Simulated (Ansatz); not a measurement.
[H···H···Cl], doublet along the distance H1-H2

Starting geometry:

```xyz
3

H     0.0000    0.0000   -1.0520
H     0.0000    0.0000   -0.3070
Cl    0.0000    0.0000    1.3590
```

From there H2 is moved from one fragment to the other while all else, the fragments' distance too, stays fixed; atoms are numbered as listed. Energies are in kJ/mol, counted from the starting geometry at the same level.

Basis 6-31G; Ansatz 0.2.0. Only valence electrons are correlated (noble-gas cores frozen). R marks a restricted (for open shells ROHF) determinant, U an unrestricted one.

Full CI is exact within this basis and frozen core; it isn't the basis-set limit. The frozen core follows each run's orbitals, which can shift R against U totals by a few meV.

```tsv
distance H1-H2 (Å)	UMP2
0.693	0.5
0.745	0.0
0.790	5.6
0.835	14.1
0.880	23.2
0.926	31.3
0.971	37.3
1.016	41.5
1.061	45.2
```

Q: Estimate the full CI curve in 6-31G from this one, knowing how UMP2 errs.

A: The computed full CI values, in kJ/mol from the starting point, and the error of UMP2 against them:
| distance H1-H2 (Å) | full CI | UMP2 less full CI |
| --- | --- | --- |
| 0.693 | 2.1 | -1.6 |
| 0.745 | 0.0 | 0.0 |
| 0.790 | 4.2 | 1.4 |
| 0.835 | 11.5 | 2.5 |
| 0.880 | 20.0 | 3.1 |
| 0.926 | 28.4 | 2.9 |
| 0.971 | 35.7 | 1.5 |
| 1.016 | 42.1 | -0.5 |
| 1.061 | 48.2 | -3.0 |

The error spans 6.1 kJ/mol and is largest, 3.1 kJ/mol, at 0.880 Å.
